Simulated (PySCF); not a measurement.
# PS4: the cost of one run

Programs: PySCF 2.14.0, with density-fitted response routines of our own. Each step states its level of theory. These are calculated values for one molecule in the gas phase, unless marked as measured. Atoms are numbered from 0 throughout.

## 1. The starting structure

5 atoms, charge -3, multiplicity 1; geometry from: GFN2-xTB. The atoms were then displaced at random by about 0.01 Å, so the start is not that level's minimum.

Bonds of the start (Å): S0–P1 2.06, P1–S2 2.06, P1–S3 2.09, P1–S4 2.06.

## 2. Geometry optimisation at PBE0-D3(BJ)/def2-SVP

The job: settings as JSON, then the geometry in Å.

```
{"job": {"xc": "PBE0", "basis": "def2-SVP", "d3": "d3bj", "grid": 1, "shake": 0.01, "kind": "geom"}, "charge": -3, "multiplicity": 1}
S      0.079790    -0.340770     2.029120
P     -0.004120    -0.003530    -0.005540
S     -0.215020     2.008120    -0.387150
S      1.773290    -0.685370    -0.856400
S     -1.600370    -1.012420    -0.817930
```

On the command line:

```console
OMP_NUM_THREADS=1 python probes_run.py task.json out
```

The driver reads the jobs from task.json and runs them one after another.

Q: Estimate the wall time and peak memory of this first job on 1 thread of Arm Neoverse V2, shared host.

About 7.7 s, with a peak of 0.38 GiB.
